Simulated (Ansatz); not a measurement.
Energy profile

The step: SiNH₅ ([NH2][SiH3]) + CH₄ → CH₆Si ([CH3][SiH3]) + NH₃; bonds formed: Si1–C7, N2–H6; bonds broken: Si1–N2, H6–C7 (atoms numbered as in the saddle structure below).

Si1  (-1.047, -0.025, 0.308)
N2  (0.532, -0.390, 1.255)
H3  (-1.953, -0.255, 1.507)
H4  (-1.365, 1.393, 0.008)
H5  (-1.486, -1.123, -0.585)
H6  (0.919, -0.166, 0.178)
C7  (0.644, 0.320, -1.287)
H8  (0.617, -1.325, 1.638)
H9  (0.778, 0.293, 1.963)
H10  (1.185, 1.276, -1.255)
H11  (-0.150, 0.439, -2.029)
H12  (1.327, -0.436, -1.702)
(Å)

Electronic energies by CCSD(T) at an estimated basis limit (MP2 extrapolated from triple and quadruple zeta, plus CCSD(T) − MP2 in triple zeta), on PBE0-D4/def2-TZVP structures; CH₉NSi, closed shell; no counterpoise correction. Program: Ansatz 0.2.0. Basis: def2-TZVPP and def2-QZVPP. Cores are frozen in the correlated methods. Extrapolation: Hartree–Fock as exp(−7.88 √X), correlation as X^−2.97.

Question: Give the profile in kJ/mol, counted from the separated reactants. (An estimate is asked for; the value comes from the calculation.)

Answer: By the calculation:
```tsv
point	kJ/mol
separated: SiNH₅ (linked as [NH2][SiH3]; Si1, N2, H3, H4, H5, H8, H9; singlet) + CH₄ (H6, C7, H10, H11, H12; singlet)	0.0
start structure	-4.0
saddle	267.7
end structure	38.5
separated: CH₆Si (linked as [CH3][SiH3]; Si1, H3, H4, H5, C7, H10, H11, H12; singlet) + NH₃ (N2, H6, H8, H9; singlet)	48.1
```

No T1 diagnostic of these runs exceeds 0.011.

For scale, one of the runs: CCSD(T)/def2-TZVPP, 230 basis functions, launched by `ansatz run in.yaml --threads 4 --pin off --events-out ev --progress --plain --max-ram 9574MiB`. Time: 52 s of wall clock on 4 CPU threads of an Arm Neoverse V1; the host was shared. Peak host memory: 3.9 GiB.
